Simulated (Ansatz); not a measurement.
Two structures, one formula

Two relaxed structures of BSiH₂O, doublet (PBE0-D4/def2-TZVP; forces vanish, vibrations not checked).

A:

B1  (0.069, -0.320, 0.627)
O2  (0.573, -1.140, 1.510)
Si3  (-0.730, 0.787, -0.711)
H4  (0.609, -0.878, 2.436)
H5  (0.703, 1.342, -0.751)
(Å)

B:

B1  (-0.814, 0.026, 1.445)
O2  (0.306, -0.556, 1.148)
Si3  (-0.134, 0.213, -0.406)
H4  (-0.292, -0.853, -1.420)
H5  (0.934, 1.171, -0.766)
(Å)

Ansatz 0.2.0; basis: def2-TZVPP; cores frozen in the correlated methods; orbitals are unrestricted. B3LYP uses VWN-RPA correlation.

(1) Which structure is lower at CCSD(T), and by how much? (To be estimated.)

T1 diagnostic: at most 0.027. ⟨S²⟩ of the unrestricted Hartree–Fock references: 0.77 to 0.84 (a pure state has 0.75). The unrestricted reference is spin-contaminated, which hurts MP2 most.

Results:

(1) The calculation gives: B, by 0.132 eV (electronic energy, against the other). By their contacts, A is BSiH₂O ([OH][B][SiH]) and B is BSiH₂O ([B]1[O][SiH2]1).

All methods give the same order:

```tsv
method	E(B) − E(A) (eV)
PBE-D4	-0.024
r2SCAN-D4	-0.156
PBE0-D4	-0.038
B3LYP-D4	-0.069
wB97M-V	-0.092
HF	-0.178
MP2	-0.172
CCSD	-0.111
CCSD(T)	-0.132
```

Labels in which every atom is bracketed show which atoms are joined, not bond orders.

For scale, one of the runs: CCSD(T)/def2-TZVPP, 132 basis functions, launched by `ansatz run in.yaml --threads 2 --pin off --events-out ev --progress --plain --max-ram 4352MiB`. Hardware: 2 CPU threads of an AMD EPYC 9B45, shared host. Wall time 8.5 s; peak host memory 1.4 GiB.
